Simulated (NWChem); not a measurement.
System: sulfur dioxide (SO$_{2}$); SMILES O=S=O

Input file for NWChem:

```
start job
memory heap 200 mb stack 900 mb global 1100 mb
geometry units angstroms noautoz
  O     -1.207252     0.413059     0.017728
  S     -0.010769    -0.377546    -0.000076
  O      1.228830     0.343595    -0.017576
end
basis spherical
  * library 6-31g*
end
dft
  xc xpbe96 cpbe96
  iterations 150
end
driver
  maxiter 150
end
task dft optimize
```

NWChem printed, in part:

```
             Northwest Computational Chemistry Package (NWChem) 7.3.0
             --------------------------------------------------------

 C2V symmetry detected

                             Geometry "geometry" -> ""
                             -------------------------

 Output coordinates in angstroms (scale by  1.889725989 to convert to a.u.)

  No.       Tag          Charge          X              Y              Z
 ---- ---------------- ---------- -------------- -------------- --------------
    1 O                    8.0000     1.21866393     0.00000000     0.37809019
    2 S                   16.0000     0.00000000     0.00000000    -0.37809019
    3 O                    8.0000    -1.21866393     0.00000000     0.37809019

 Effective nuclear repulsion energy (a.u.)     108.3512010100

      Symmetry information
      --------------------

 Group name             C2v
 Group number             16
 Group order               4
 No. of unique centers     2

  pbe96 is a nonlocal functional; adding pw91lda local functional.

                           NWChem Geometry Optimization
                           ----------------------------

 maximum gradient threshold         (gmax) =   0.000450
 rms gradient threshold             (grms) =   0.000300
 maximum cartesian step threshold   (xmax) =   0.001800
 rms cartesian step threshold       (xrms) =   0.001200
 fixed trust radius                (trust) =   0.300000
 source of zmatrix                         =

          -------------------
          Energy Minimization
          -------------------

 Using diagonal initial Hessian

          --------
          Step   0

                                 NWChem DFT Module
                                 -----------------

 Summary of "ao basis" -> "ao basis" (spherical)
 ------------------------------------------------------------------------------
       Tag                 Description            Shells   Functions and Types
 ---------------- ------------------------------  ------  ---------------------
 O                           6-31g*                  6       14   3s2p1d
 S                           6-31g*                  8       18   4s3p1d

      Symmetry analysis of basis
      --------------------------

        a1         19
        a2          5
        b1         14
        b2          8

            General Information
            -------------------
          SCF calculation type: DFT
          Wavefunction type:  closed shell.
          No. of atoms     :     3
          No. of electrons :    32
           Alpha electrons :    16
            Beta electrons :    16
          Charge           :     0
          Spin multiplicity:     1
          Use of symmetry is: on ; symmetry adaption is: on
          Maximum number of iterations: 150
          AO basis - number of functions:    46
                     number of shells:    20
          Convergence on energy requested:  1.00D-06
          Convergence on density requested:  1.00D-05
          Convergence on gradient requested:  5.00D-04

              XC Information
              --------------
          PerdewBurkeErnzerhof Exchange Functional  1.000
            Perdew 1991 LDA Correlation Functional  1.000 local
           PerdewBurkeErnz. Correlation Functional  1.000 non-local

             Grid Information
             ----------------
          Grid used for XC integration:  medium
          Radial quadrature: Mura-Knowles
          Angular quadrature: Lebedev.
          Tag              B.-S. Rad. Rad. Pts. Rad. Cut. Ang. Pts.
          ---              ---------- --------- --------- ---------
          O                   0.60       49           7.0       434
          S                   1.00       88           6.0       590
          Grid pruning is: on
          Number of quadrature shells:   137
          Spatial weights used:  Erf1

      Superposition of Atomic Density Guess
      -------------------------------------

 Sum of atomic energies:        -546.96438542

      Non-variational initial energy
      ------------------------------

 Total energy =    -547.894294
 1-e energy   =    -971.192675
 2-e energy   =     314.947180
 HOMO         =      -0.334251
 LUMO         =      -0.104715

      Symmetry analysis of molecular orbitals - initial
      -------------------------------------------------

  Numbering of irreducible representations:

     1 a1          2 a2          3 b1          4 b2

  Orbital symmetries:

     1 a1          2 b1          3 a1          4 a1          5 b1
     6 a1          7 b2          8 a1          9 b1         10 a1
    11 b1         12 b2         13 a1         14 a2         15 b1
    16 a1         17 b2         18 a1         19 b1         20 a1
    21 b2         22 a1         23 b1         24 a1         25 a2
    26 b2

   convergence    iter        energy       DeltaE   RMS-Dens  Diis-err
 ---------------- ----- ----------------- --------- --------- ---------
 d= 0,ls=0.0,diis     1   -548.1128386067 -6.56D+02  4.93D-02  1.23D+00
 d= 0,ls=0.0,diis     2   -547.5778485923  5.35D-01  3.37D-02  6.38D+00
 d= 0,ls=0.0,diis     3   -548.2550440536 -6.77D-01  3.93D-03  4.68D-02
 d= 0,ls=0.0,diis     4   -548.2593964836 -4.35D-03  1.13D-03  4.80D-03
 d= 0,ls=0.0,diis     5   -548.2599170631 -5.21D-04  9.51D-05  9.35D-06
 d= 0,ls=0.0,diis     6   -548.2599180185 -9.55D-07  1.77D-05  3.57D-07
 d= 0,ls=0.0,diis     7   -548.2599180754 -5.69D-08  1.46D-06  1.11D-08

         Total DFT energy =     -548.259918075401
      One electron energy =     -970.845999753263
           Coulomb energy =      356.811350223303
    Exchange-Corr. energy =      -42.576469555450
 Nuclear repulsion energy =      108.351201010009

 Numeric. integr. density =       31.999998376937

                  Occupations of the irreducible representations
                  ----------------------------------------------

                     irrep           alpha         beta
                     --------     --------     --------
                     a1                8.0          8.0
                     a2                1.0          1.0
                     b1                5.0          5.0
                     b2                2.0          2.0

                       DFT Final Molecular Orbital Analysis
                       ------------------------------------

 Vector   14  Occ=2.000000D+00  E=-3.258354D-01  Symmetry=a2
              MO Center= -7.4D-15, -9.3D-16,  3.3D-01, r^2= 2.0D+00
   Bfn.  Coefficient  Atom+Function         Bfn.  Coefficient  Atom+Function
  ----- ------------  ---------------      ----- ------------  ---------------
     4      0.456832  1 O  py                36     -0.456832  3 O  py
     8      0.331879  1 O  py                40     -0.331879  3 O  py
    28      0.120474  2 S  d -2

 Vector   15  Occ=2.000000D+00  E=-2.988856D-01  Symmetry=b1
              MO Center=  7.5D-15,  2.9D-16,  2.5D-01, r^2= 2.1D+00
   Bfn.  Coefficient  Atom+Function         Bfn.  Coefficient  Atom+Function
  ----- ------------  ---------------      ----- ------------  ---------------
     3      0.356649  1 O  px                35      0.356649  3 O  px
     5     -0.299754  1 O  pz                37      0.299754  3 O  pz
     7      0.236728  1 O  px                39      0.236728  3 O  px
     9     -0.206005  1 O  pz                41      0.206005  3 O  pz
    25      0.170400  2 S  px                31      0.110122  2 S  d  1

[...]

      ----------------------
      Optimization converged
      ----------------------

  Step       Energy      Delta E   Gmax     Grms     Xrms     Xmax
  ---- ---------------- -------- -------- -------- -------- --------
@    4    -548.26585698 -1.3D-08  0.00001  0.00001  0.00003  0.00005
                                     ok       ok       ok       ok

                         Geometry "geometry" -> "geometry"
                         ---------------------------------

 Output coordinates in angstroms (scale by  1.889725989 to convert to a.u.)

  No.       Tag          Charge          X              Y              Z
 ---- ---------------- ---------- -------------- -------------- --------------
    1 O                    8.0000     1.27914552     0.00000000     0.37605772
    2 S                   16.0000     0.00000000     0.00000000    -0.37402524
    3 O                    8.0000    -1.27914552     0.00000000     0.37605772

 Effective nuclear repulsion energy (a.u.)     104.5958392524

      Symmetry information
      --------------------

 Group name             C2v
 Group number             16
 Group order               4
 No. of unique centers     2

 ==============================================================================
                                internuclear distances
 ------------------------------------------------------------------------------
       center one      |      center two      | atomic units |  angstroms
 ------------------------------------------------------------------------------
    2 S                |   1 O                |     2.80218  |     1.48285
    3 O                |   2 S                |     2.80218  |     1.48285
 ------------------------------------------------------------------------------
                         number of included internuclear distances:          2
 ==============================================================================
```

Level: PBE/6-31G* (spherical d).
